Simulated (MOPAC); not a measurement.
MOPAC input (PM3):

```
PM3 1SCF GEO-OK AUX(PRECISION=9) THREADS=1
C2H6S

C     0.00157892 1    1.37890846 1   -0.51669082 1
S     0.00022170 1    0.00210942 1    0.66008152 1
C    -0.00192304 1   -1.38218263 1   -0.50786606 1
H     0.00294044 1    2.29930409 1    0.06551542 1
H     0.89298680 1    1.35708081 1   -1.14457101 1
H    -0.89029797 1    1.35934449 1   -1.14397930 1
H    -0.00289150 1   -2.29883840 1    0.08021161 1
H    -0.89375252 1   -1.36436649 1   -1.13527401 1
H     0.88953225 1   -1.36663016 1   -1.13586572 1
```

From the last part of the output:

```
                                                       MOPAC v23.2.5 Linux

          FINAL HEAT OF FORMATION =        -10.44125 KCAL/MOL =     -43.68620 KJ/MOL

          COSMO AREA              =        101.91 SQUARE ANGSTROMS
          COSMO VOLUME            =         87.08 CUBIC ANGSTROMS

          IONIZATION POTENTIAL    =          8.910764 EV
          HOMO LUMO ENERGIES (EV) =         -8.911  0.508
          NO. OF FILLED LEVELS    =         10
          MOLECULAR WEIGHT        =         62.1294         POINT GROUP:  C2v

          MOLECULAR DIMENSIONS (Angstroms)

            Atom       Atom       Distance
            H     7    H     4     4.59817
            S     2    H     9     2.00875
            S     2    H     6     1.59798

          SCF CALCULATIONS        =          1

   ATOM   CHEMICAL          X               Y               Z
  NUMBER   SYMBOL      (ANGSTROMS)     (ANGSTROMS)     (ANGSTROMS)

     1       C          0.00157892  *   1.37890846  *  -0.51669082  *
     2       S          0.00022170  *   0.00210942  *   0.66008152  *
     3       C         -0.00192304  *  -1.38218263  *  -0.50786606  *
     4       H          0.00294044  *   2.29930409  *   0.06551542  *
     5       H          0.89298680  *   1.35708081  *  -1.14457101  *
     6       H         -0.89029797  *   1.35934449  *  -1.14397930  *
     7       H         -0.00289150  *  -2.29883840  *   0.08021161  *
     8       H         -0.89375252  *  -1.36436649  *  -1.13527401  *
     9       H          0.88953225  *  -1.36663016  *  -1.13586572  *

                             CARTESIAN COORDINATES

   1    C        0.001578920     1.378908460    -0.516690820
   2    S        0.000221700     0.002109420     0.660081520
   3    C       -0.001923040    -1.382182630    -0.507866060
   4    H        0.002940440     2.299304090     0.065515420
   5    H        0.892986800     1.357080810    -1.144571010
   6    H       -0.890297970     1.359344490    -1.143979300
   7    H       -0.002891500    -2.298838400     0.080211610
   8    H       -0.893752520    -1.364366490    -1.135274010
   9    H        0.889532250    -1.366630160    -1.135865720

           Empirical Formula: C2 H6 S  =     9 atoms

      MOLECULAR POINT GROUP   :   C2v

                  EIGENVALUES
 -33.96124 -28.77410 -21.19647 -15.56264 -15.23542 -14.98558 -14.14664 -12.91675
 -11.48660  -8.91076   0.50796   0.92412   3.63315   3.79562   3.79926   3.82376
   3.83367   3.85791

              NET ATOMIC CHARGES AND DIPOLE CONTRIBUTIONS

  ATOM NO.   TYPE          CHARGE      No. of ELECS.   s-Pop       p-Pop
    1          C          -0.197706        4.1977     1.14828     3.04942
    2          S          -0.027803        6.0278     1.90645     4.12135
    3          C          -0.197706        4.1977     1.14828     3.04942
    4          H           0.082050        0.9179     0.91795
    5          H           0.064778        0.9352     0.93522
    6          H           0.064778        0.9352     0.93522
    7          H           0.082050        0.9179     0.91795
    8          H           0.064778        0.9352     0.93522
    9          H           0.064778        0.9352     0.93522
 DIPOLE           X         Y         Z       TOTAL
 POINT-CHG.    -0.000    -0.002    -0.476     0.476
 HYBRID        -0.001    -0.005    -1.527     1.527
 SUM           -0.001    -0.006    -2.004     2.004

          ATOMIC ORBITAL ELECTRON POPULATIONS

     Atom    s        px        py        pz
    1  C   1.14828   1.04191   0.99920   1.00831
    2  S   1.90645   1.98574   0.97830   1.15730
    3  C   1.14828   1.04191   0.99851   1.00900
    4  H   0.91795
    5  H   0.93522
    6  H   0.93522
    7  H   0.91795
    8  H   0.93522
    9  H   0.93522

 **********************
 *                    *
 * JOB ENDED NORMALLY *
 *                    *
 **********************

 == MOPAC DONE ==
```
